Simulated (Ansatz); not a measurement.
## Structure optimisation: nickel, fcc

Level of theory: DFT, RPBE, plane waves (420 eV) with PAW, scalar-relativistic (Ansatz). (PAW data from PBE, frozen cores regenerated.)

k-point mesh 13×13×9, Fermi-Dirac smearing 0.05 eV, starting moments 0.80, -0.80 μB. Cell and atoms relax.

Starting structure:

```yaml
crystal:
  lattice:
    - [2.4917594441, 0.0, 0.0]
    - [0.0, 2.4917594441, 0.0]
    - [0.0, 0.0, 3.52388]
  atoms:
    - { symbol: Ni, position: [0.0, 0.0, 0.0], spin: 0.8 }
    - { symbol: Ni, position: [0.5, 0.5, 0.5], spin: -0.8 }
hamiltonian:
  xc: rpbe
  pseudopotentials:
    kind: paw
    azcp:
      Ni: "pseudopotentials/Ni.paw.azcp"
basis:
  ecutwfc: 420
  fft_grid_basis: typed
kpoints:
  mp_grid: { grid: [13, 13, 9], shift: [0, 0, 0] }
magnetization:
  spin_polarized: true
scf:
  occupations: { method: fermi_dirac, width: 0.05 }
relax:
  max_steps: 60
  f_tol: 0.01
  cell: {}
```

**Question.** What cell does the relaxation end in?

**Answer.** Fm-3m (spin ignored) with a = 3.546 Å; 11.15 Å³ per atom against 10.94 at the start (1.9 %).

**Question.** How much energy does the relaxation gain?

**Answer.** 2.3 meV per atom.

Path of the relaxation (the plane waves are chosen anew near the end, which can shift the energy a little):

| step | E − E(final) (meV/atom) | V (Å³/atom) | P (GPa) | max force (eV/Å) |
| --- | --- | --- | --- | --- |
| 0 | 2.32 | 10.940 | 3.61 | 0.000 |
| 1 | 0.65 | 11.041 | 1.82 | 0.000 |
| 2 | 0.09 | 11.147 | 0.06 | 0.000 |
| 3 | 0.09 | 11.151 | 0.00 | 0.000 |
| 4 | 0.00 | 11.151 | -0.02 | 0.000 |

**Question.** Which magnetic state does it end in?

**Answer.** antiferromagnetic, largest moment 0.15 μB in the atomic sphere; moments 0.15, -0.15 μB.
